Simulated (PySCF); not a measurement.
# One shape, several levels: H2S (hydrogen sulfide)

Aim: a comparison of 6 runs (HF/STO-3G, HF/3-21G, HF/cc-pVDZ, B3LYP/6-31G*, B3LYP/pcseg-2, MP2/3-21G) of H2S (hydrogen sulfide). Input form: a Python script.

The results are computed with PySCF 2.14.0.

## (1) Starting point

The species is H2S (3 atoms), meant as a singlet with charge 0. As SMILES, `S`. The shape is that of a PBE0-D4/def2-TZVP optimisation.

Bond lengths: S1–H2 1.341 Å, S1–H3 1.341 Å. Angles: H2–S1–H3 92.3°.

## (2) Energy and gradient at HF/STO-3G (run 1)

input.py reads:

```python
import pyscf.grad
from pyscf import gto, scf

mol = gto.Mole()
mol.atom = [
    ('S', (0.495500, -0.280600, 0.243900)),
    ('H', (0.097900, 0.997700, 0.162400)),
    ('H', (-0.593400, -0.717100, -0.406300)),
]
mol.verbose = 4
mol.max_memory = 1860
mol.basis = 'sto-3g'
mol.spin = 0
mol.build()

myscf = scf.RHF(mol)
myscf.conv_tol = 1e-10
myscf.kernel()
if not myscf.converged:
    myscf = myscf.newton().run(myscf.mo_coeff, myscf.mo_occ)

energy = myscf.e_tot
print('E(%s) = %.9f' % ('HF', energy))
grad = myscf.Gradients().kernel()
myscf.analyze()
```

The run is started by

```sh
OMP_NUM_THREADS=1 python input.py
```

Output:

```text
PySCF version 2.14.0

[INPUT] num. atoms = 3
[INPUT] num. electrons = 18
[INPUT] charge = 0
[INPUT] spin (= nelec alpha-beta = 2S) = 0
[INPUT] symmetry False subgroup None
[INPUT] Mole.unit = angstrom
[INPUT] Symbol           X                Y                Z      unit          X                Y                Z       unit  Magmom
[INPUT]  1 S      0.495500000000  -0.280600000000   0.243900000000 AA    0.936359294722  -0.530257150553   0.460904201781 Bohr   0.0
[INPUT]  2 H      0.097900000000   0.997700000000   0.162400000000 AA    0.185004187595   1.885379754479   0.306891522629 Bohr   0.0
[INPUT]  3 H     -0.593400000000  -0.717100000000  -0.406300000000 AA   -1.121363482317  -1.355122603926  -0.767795724411 Bohr   0.0

[... 53 lines left out ...]
Nuclear Repulsion Energy =              12.899079485000755
[... 2 lines left out ...]
Two-electron Coulomb Energy =          192.542481407613479
[... 4 lines left out ...]
MO #2   energy= -8.64770846918234  occ= 2
[... 2 lines left out ...]
MO #5   energy= -6.27460826962665  occ= 2
[... 2 lines left out ...]
MO #8   energy= -0.393788337127079 occ= 2
[... 2 lines left out ...]
MO #11  energy= 0.533823154111343  occ= 0
[... 17 lines left out ...]
Dipole moment(X, Y, Z, Debye): -0.81012,  0.45883, -0.39876
```

Run time: 1.5 s. Hardware: 1 thread of Intel Xeon at 2.50GHz (Skylake/Cascade Lake), shared host; peak memory 0.12 GiB.

## (3) Energy and forces at HF/3-21G (run 2)

calc.py reads:

```python
from pyscf import gto, scf

mol = gto.M(
    atom='''
S      0.495500    -0.280600     0.243900
H      0.097900     0.997700     0.162400
H     -0.593400    -0.717100    -0.406300
''',
    max_memory=1860,
    verbose=3,
    basis='3-21g',
    spin=0,
)

hf = scf.RHF(mol)
hf.conv_tol = 1e-10
hf.kernel()
if not hf.converged:
    hf = hf.newton().run(hf.mo_coeff, hf.mo_occ)

e_final = hf.e_tot
print('E(%s) = %.9f' % ('HF', e_final))
grad = hf.nuc_grad_method().kernel()
hf.analyze()
```

The run is started by

```sh
OMP_NUM_THREADS=1 python calc.py
```

Output:

```text
converged SCF energy = -396.70414419816
E(HF) = -396.704144198
--------------- RHF gradients ---------------
         x                y                z
0 S    -0.0000014687     0.0000336596     0.0000028372
1 H    -0.0028175393    -0.0070429760    -0.0023237074
2 H     0.0028190079     0.0070093164     0.0023208702
----------------------------------------------
**** MO energy ****
MO #1   energy= -91.320253915973   occ= 2
MO #2   energy= -8.92308466014476  occ= 2
MO #3   energy= -6.5981022137415   occ= 2
MO #4   energy= -6.59626026603373  occ= 2
MO #5   energy= -6.59273145594869  occ= 2
MO #6   energy= -1.00167133802509  occ= 2
MO #7   energy= -0.591067521233559 occ= 2
MO #8   energy= -0.49332660400108  occ= 2
MO #9   energy= -0.392778873562656 occ= 2
MO #10  energy= 0.179862022934727  occ= 0
MO #11  energy= 0.208594780423611  occ= 0
MO #12  energy= 0.667437861810048  occ= 0
MO #13  energy= 0.680500061393995  occ= 0
MO #14  energy= 0.697428907098155  occ= 0
MO #15  energy= 0.705698574990572  occ= 0
MO #16  energy= 1.15710711361993   occ= 0
MO #17  energy= 1.1960201707969    occ= 0
 ** Mulliken atomic charges  **
charge of    0S =     -0.15169
charge of    1H =      0.07584
charge of    2H =      0.07585
Dipole moment(X, Y, Z, Debye): -1.44639,  0.81920, -0.71195
```

It took 1.8 s on 1 thread of Intel Xeon at 2.50GHz (Skylake/Cascade Lake), shared host; peak memory 0.12 GiB.

## (4) Energy and forces at HF/cc-pVDZ (run 3)

run.py reads:

```python
# S
import pyscf.grad
from pyscf import gto, scf

molecule = gto.M(
    atom='S 0.495500 -0.280600 0.243900; H 0.097900 0.997700 0.162400; H -0.593400 -0.717100 -0.406300',
    spin=0,
    charge=0,
    verbose=4,
    max_memory=1860,
    basis='cc-pvdz',
)

calc0 = scf.RHF(molecule)
calc0.conv_tol = 1e-10
calc0.kernel()
if not calc0.converged:
    calc0 = calc0.newton().run(calc0.mo_coeff, calc0.mo_occ)

energy = calc0.e_tot
print('Final energy', energy)
grad = calc0.Gradients().kernel()
calc0.analyze()
```

The run is started by

```sh
OMP_NUM_THREADS=1 python run.py
```

Output:

```text
PySCF version 2.14.0

[INPUT] num. atoms = 3
[INPUT] num. electrons = 18
[INPUT] charge = 0
[INPUT] spin (= nelec alpha-beta = 2S) = 0
[INPUT] symmetry False subgroup None
[INPUT] Mole.unit = angstrom
[INPUT] Symbol           X                Y                Z      unit          X                Y                Z       unit  Magmom
[INPUT]  1 S      0.495500000000  -0.280600000000   0.243900000000 AA    0.936359294722  -0.530257150553   0.460904201781 Bohr   0.0
[INPUT]  2 H      0.097900000000   0.997700000000   0.162400000000 AA    0.185004187595   1.885379754479   0.306891522629 Bohr   0.0
[INPUT]  3 H     -0.593400000000  -0.717100000000  -0.406300000000 AA   -1.121363482317  -1.355122603926  -0.767795724411 Bohr   0.0

[... 42 lines left out ...]
converged SCF energy = -398.694577191897
[... 14 lines left out ...]
Two-electron Energy =                  164.985827257462461
[... 6 lines left out ...]
MO #3   energy= -6.64733685282915  occ= 2
[... 4 lines left out ...]
MO #8   energy= -0.495579700221661 occ= 2
[... 4 lines left out ...]
MO #13  energy= 0.553645429261499  occ= 0
[... 4 lines left out ...]
MO #18  energy= 0.787718829509363  occ= 0
[... 4 lines left out ...]
MO #23  energy= 1.6148480309504    occ= 0
[... 4 lines left out ...]
MO #28  energy= 2.40540486519449   occ= 0
[... 34 lines left out ...]
Dipole moment(X, Y, Z, Debye): -1.03882,  0.58834, -0.51133
```

Wall time 2.5 s (1 thread of Intel Xeon at 2.50GHz (Skylake/Cascade Lake), shared host); peak memory 0.12 GiB.

Runs 4 to 5 aren't shown in full; the table further down has their settings and results.

## (5) Energy and forces at MP2/3-21G (run 6)

job.py reads:

```python
# S
from pyscf import gto, mp

system = gto.M(
    atom=[
    ('S', (0.495500, -0.280600, 0.243900)),
    ('H', (0.097900, 0.997700, 0.162400)),
    ('H', (-0.593400, -0.717100, -0.406300)),
],
    max_memory=1860,
    verbose=4,
    basis='3-21g',
)

mf = system.RHF()
mf.conv_tol = 1e-10
mf.kernel()
if not mf.converged:
    mf = mf.newton().run(mf.mo_coeff, mf.mo_occ)

pt = mp.MP2(mf, frozen=5).run()
energy = pt.e_tot
print('E(%s) = %.9f' % ('MP2', energy))
grad = pt.nuc_grad_method().kernel()
dip = mf.dip_moment()
pop, q = mf.mulliken_pop()
```

The run is started by

```sh
OMP_NUM_THREADS=1 python job.py
```

Output:

```text
PySCF version 2.14.0

[INPUT] num. atoms = 3
[INPUT] num. electrons = 18
[INPUT] charge = 0
[INPUT] spin (= nelec alpha-beta = 2S) = 0
[INPUT] symmetry False subgroup None
[INPUT] Mole.unit = angstrom
[INPUT] Symbol           X                Y                Z      unit          X                Y                Z       unit  Magmom
[INPUT]  1 S      0.495500000000  -0.280600000000   0.243900000000 AA    0.936359294722  -0.530257150553   0.460904201781 Bohr   0.0
[INPUT]  2 H      0.097900000000   0.997700000000   0.162400000000 AA    0.185004187595   1.885379754479   0.306891522629 Bohr   0.0
[INPUT]  3 H     -0.593400000000  -0.717100000000  -0.406300000000 AA   -1.121363482317  -1.355122603926  -0.767795724411 Bohr   0.0

[... 42 lines left out ...]
converged SCF energy = -396.70414419816
[... 15 lines left out ...]
Dipole moment(X, Y, Z, Debye): -1.44639,  0.81920, -0.71195
[... 21 lines left out ...]
charge of    2H =      0.08018
```

Run time: 1.9 s. Hardware: 1 thread of Intel Xeon at 2.50GHz (Skylake/Cascade Lake), shared host; peak memory 0.12 GiB.

## (6) The series

```csv
run,level,Cartesian functions,integration grid,energy (Eh),dipole moment (D) of the reference,HOMO energy (eV),LUMO energy (eV),wall time
1,HF/STO-3G,no,–,-394.311409,1.01,-7.55,12.67,1.5 s
2,HF/3-21G,no,–,-396.704144,1.81,-10.69,4.89,1.8 s
3,HF/cc-pVDZ,no,–,-398.694577,1.30,-10.35,4.38,2.5 s
4,B3LYP/6-31G* (Cartesian functions),yes,5,-399.385356,1.43,-7.12,0.57,5.4 s
5,B3LYP/pcseg-2,no,5,-399.435270,1.18,-7.28,0.07,12 s
6,MP2/3-21G,no,–,-396.765684,1.81,-10.69,4.89,1.9 s
```

## (7) Outcome

```
                                          quantity          value
                               run 6: total energy  -396.76568 Eh
       run 6: dipole moment (Hartree–Fock density)         1.81 D
        run 6: HOMO energy (Hartree–Fock orbitals)      -10.69 eV
        run 6: LUMO energy (Hartree–Fock orbitals)        4.89 eV
      run 6: HOMO–LUMO gap (Hartree–Fock orbitals)       15.58 eV
run 6: correlation energy (5 core orbitals frozen)      -61.5 mEh
                   run 6: largest force on an atom     0.753 eV/Å
```

**Reading.** Over runs 1, 2, 3, 4, 5 the dipole moment (its size) runs from 1.01 D (HF/STO-3G) to 1.81 D (HF/3-21G). Over runs 1, 2, 3, 4, 5 the HOMO–LUMO gap runs from 7.34 eV (B3LYP/pcseg-2) to 20.22 eV (HF/STO-3G). The two ends differ in method and basis. In run 1 the basis is minimal, so the values are rough. All runs together took 25 s, the longest 12 s.
